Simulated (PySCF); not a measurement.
**Level of theory and proton affinities: methylhydrazine**

Structure: `CNN` (CH6N2). Optimised structure (Å), atoms numbered from 1:
```
C    -1.0382    0.2267   -0.1490
N     0.1669   -0.5609   -0.1703
N     1.3059    0.2210    0.0402
H    -1.9039   -0.4305   -0.3285
H    -1.2174    0.7742    0.8028
H    -0.9995    0.9747   -0.9550
H     0.0908   -1.3335    0.4929
H     1.5148    0.3697    1.0314
H     2.1104   -0.2292   -0.3878
```

All levels share the PBE0-D3(BJ)/def2-SVP structures and the PBE0-D3(BJ)/def2-SVP thermal terms; only the single-point energies (PySCF) change. Values are proton affinities (298 K, kJ/mol).

Measured (NIST Chemistry WebBook): proton affinity (−ΔH) 899 kJ/mol.

```tsv
level	N2	N3	time
M06-L/def2-TZVPD (grid 3)	903	890	38 s
PBE0-D3(BJ)/def2-TZVP (grid 1, diis space 4)	907	891	4.1 s
ωB97X-D3(BJ)/ma-def2-TZVP (grid 4)	908	889	18 s
ωB97X-D3(BJ)/def2-TZVP	911	892	–
```

Times are wall times for all single points of a level on 1 thread of Arm Neoverse V2, a shared host; the dash marks the run that also made the structures. M06-L ran on a slower path of this set-up, which computes the density-fitting integrals anew in every SCF cycle while the other levels store them. So the times needn't show the usual order of cost, and those levels read slower than they are.

The widest spread is that of N2: 8 kJ/mol, from 903 to 911.
